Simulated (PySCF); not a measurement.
**NaS: frontier orbitals**

revPBE at R = 2.507 Å; basis Na 6-311G(d,p), S 6-311G(d,p); no relativity; PySCF 2.14. State: ²Π (doublet), unpaired electrons π ↑. Only the outer orbitals are listed, counted within each symmetry.

```csv
spin,orbital,occ.,ε (eV),on Na (%),main shells (%)
α,5σ,1,-57.01,100,100 Na s
α,2π,1,-29.17,100,100 Na p
α,2π,1,-29.15,100,100 Na p
α,6σ,1,-29.09,100,100 Na p
α,7σ,1,-14.75,0,100 S s
α,3π,1,-5.58,2,98 S p
α,8σ,1,-4.98,13,"86 S p, 11 Na s"
α,3π,1,-4.40,3,97 S p
α,9σ,0,-2.32,96,"78 Na s, 18 Na p"
α,4π,0,-0.42,102,102 Na p
α,4π,0,-0.35,101,101 Na p
β,5σ,1,-57.01,100,100 Na s
β,2π,1,-29.17,100,100 Na p
β,2π,1,-29.15,100,100 Na p
β,6σ,1,-29.09,100,100 Na p
β,7σ,1,-13.73,2,98 S s
β,8σ,1,-4.62,16,"83 S p, 13 Na s"
β,3π,1,-4.04,4,96 S p
β,3π,0,-3.71,5,95 S p
β,9σ,0,-2.32,94,"74 Na s, 20 Na p"
β,4π,0,-0.37,101,100 Na p
```

**Question.** Which are the highest filled and the lowest empty level, where do they sit, and how wide is the gap?

**Answer.** Highest filled β 3π at -4.04 eV (in %: 96 S p); lowest empty β 3π at -3.71 eV (in %: 95 S p); the gap at revPBE is 0.33 eV. Both belong to one degenerate shell, split only by its one-sided filling, so this is no excitation gap.

```
bond order (Mayer)                              : 0.70
⟨S²⟩                                            : 0.754
charge on Na (Mulliken, basis-dependent)        : 0.59
charge on Na (Löwdin, basis-dependent)          : 0.32
dipole moment (positive dipole means Na(−)S(+)) : -8.29 D
```

Shares are Mulliken populations and can fall outside 0 to 100 %.

The state was picked by a PBE0 search and need not be the measured ground state.
